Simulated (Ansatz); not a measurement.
**How far each method lies from UCCSDT(Q) for SiH⁻, quintet**

Geometry: that of the SiH⁻, triplet, kept fixed. The triplet lies 3.6 eV lower here.

```yaml
atoms:
  - { symbol: Si, position_ang: [0.0000, 0.0000, 0.0000] }
  - { symbol: H, position_ang: [0.0000, 0.0000, 1.5594] }
```

Basis aug-cc-pVDZ; Ansatz 0.2.0. Correlated methods freeze the noble-gas cores, which leaves 6 electrons in 31 orbitals. R marks a restricted (for open shells ROHF) determinant, U an unrestricted one. Active spaces: valence = (6e, 5o) chosen from the atoms' valence shells. This anion state lies near or above the neutral species, so the extra electron is weakly bound or unbound and the energies hang on the diffuse functions.

Full CI isn't at hand for all of this; UCCSDT(Q) serves as the reference, and is uncertain by about the last step of the cluster series. The frozen core follows each run's orbitals, which can shift R against U totals by a few meV.

For open shells CISD is restricted-active-space CI with the open shells as a complete middle space.

The UHF ⟨S²⟩ is 6.004. The T1 diagnostic (RCCSD) is 0.0737 and the largest doubles amplitude (RCCSD) is 0.057. The T1 diagnostic (UCCSD) is 0.0728.

```tsv
level	E − E(RHF) (eV)
UHF	-0.0375
RMP2	-1.6135
UMP2	-1.6174
RCCSD	-2.1899
UCCSD	-2.1913
RCCSD(T)	-2.2669
UCCSD(T)	-2.2672
```

Problem. Estimate how far UCCSDT(Q) in aug-cc-pVDZ lies from RCCSD(T). The table doesn't fix it; the size of (T) and the diagnostics are the guide.

Solution. UCCSDT(Q) in aug-cc-pVDZ lies 1.05 mEh below RCCSD(T), which is 37 % of the (T) step (-2.83 mEh). T1 is raised, and the rest is a large part of (T).

The other levels:

```
                   level  E − E(UCCSDT(Q)) (mEh)  share of correlation (%)  wall time
                    CISD                    4.70                     94.42      9.5 s
                 BCCD(T)                    1.03                     98.77       23 s
                  RCCSDT                    0.10                     99.88          –
                  UCCSDT                    0.10                     99.89          –
               RCCSDT(Q)                    0.01                     99.99       31 s
  CASSCF (valence space)                   84.36                      0.00          –
  NEVPT2 (valence space)                   31.22                     62.99        8 s
  MRCISD (valence space)                    8.94                     89.41          –
MRCISD+Q (valence space)                    3.68                     95.64      9.5 s
```

The correlation energy at UCCSDT(Q), counted from RHF, is -2.296 eV. That run took 26 s on 1 thread of AMD EPYC, shared host.

Times hold each run's SCF and search for its determinant on a shared host, so for small cases they say little of a method's own cost; they ran on 1 thread of AMD EPYC.

Natural occupations of CASSCF (valence space) about the gap: 2.000 1.000 1.000 1.000 1.000; effectively unpaired electrons, Σ n²(2−n)², 4.00.
